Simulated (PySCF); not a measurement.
ClH₃PSi (doublet state).
Geometry (GFN2-xTB, Å), atoms numbered from 1 in this order:
```
atom  x, y, z in Å
P1     1.5937   -0.3276   -0.7240
Si2   -0.5154   -0.1921   -0.0136
Cl3   -1.1555    1.7332   -0.0712
H4     2.1137    0.4047    0.3405
H5    -1.3550   -0.9687   -0.9191
H6    -0.6785   -0.6477    1.3658
```

The hyperfine couplings belong to this conformer and change with its torsions.

The species is `[PH][SiH2]Cl` [radical].

Computed with PySCF, UKS B3LYP, pcH-1 on Cl H P Si, non-relativistic, mean-field spin-orbit, GIAO. One conformer (not necessarily the lowest) at the GFN2-xTB geometry, without solvent, vibrations or thermal averaging. A GFN2-xTB geometry isn't a minimum of the functional, and hyperfine couplings can be far from their values at a DFT geometry, by a factor of two or more for some ions and for spin on atoms past the first row. No stability test was run, so a lower SCF solution isn't excluded.

Question: The isotropic 1H couplings, averaged over equivalent nuclei, are -35.4, +11.5 MHz. Assign them to H4; H5/H6.

Answer: 
```csv
site,a_iso (MHz),ρ(0) (bohr⁻³),position,distance from P1 (Å),bound to,spin population there,largest |T| (MHz)
H4,-35.4,-0.0080,1 bond from P1,1.39,P1,+1.00,17.5
H5/H6,+11.5,+0.0026,2 bonds from P1,3.06,Si2,0.00,4.1
```

ρ(0) is the spin density at the nucleus and T the dipolar tensor; a_iso includes a spin–orbit part; entries for several nuclei are means. The largest Mulliken spin population is on P1 (+1.00).

Means are taken over nuclei equivalent by connectivity, which assumes that they swap fast. The 1H value of +11.5 MHz is a mean of couplings from -3.5 to 26.6 MHz in this one geometry, not an average over conformers.
